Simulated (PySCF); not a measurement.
Isomers of C4H5F, mass 72.038 u with the commonest isotopes. Theory: PySCF 2.14.0, PBE0-D3(BJ)/def2-SVP geometry optimisation, gas phase. One conformer each, none proved a minimum here; rigid rotors.

**Question.** Order these by rotational constant A, largest first.
A. `C[C@@H]1C=C1F`
B. `CC1=C(F)C1`
C. `[CH:1]#[C:2][CH2:3][CH2:4][F:5]` with C2–C3–C4–F5 -179°

**Answer.** C (27121 MHz), A (10660 MHz), B (10310 MHz).

**Question.** Order these by rotational constant B, smallest first.
A. `C[C@@H]1C=C1F`
B. `CC1=C(F)C1`
C. `[CH:1]#[C:2][CH2:3][CH2:4][F:5]` with C2–C3–C4–F5 -179°

**Answer.** C (2250 MHz), B (3686 MHz), A (3761 MHz).

**Question.** Order these by radius of gyration √(Σ m r²/M), largest first.
A. `[CH:1]#[C:2][CH2:3][CH2:4][F:5]` with C2–C3–C4–F5 -179°
B. `CC1=C(F)C1`
C. `C[C@@H]1C=C1F`

**Answer.** A (1.825 Å), B (1.593 Å), C (1.550 Å).

| SMILES | point group | Ia (u·Å²) | Ib (u·Å²) | Ic (u·Å²) | κ | μa (D) | μb (D) | μc (D) |
| --- | --- | --- | --- | --- | --- | --- | --- | --- |
| C[C@@H]1C=C1F | C1 | 47.41 | 134.37 | 164.50 | -0.82 | 0.82 | 0.62 | 0.06 |
| C#CCCF | Cs | 18.63 | 224.61 | 236.86 | -0.99 | 1.06 | 0.35 | 0.03 |
| CC1=C(F)C1 | Cs | 49.02 | 137.11 | 179.55 | -0.77 | 1.58 | 0.07 | 0.00 |
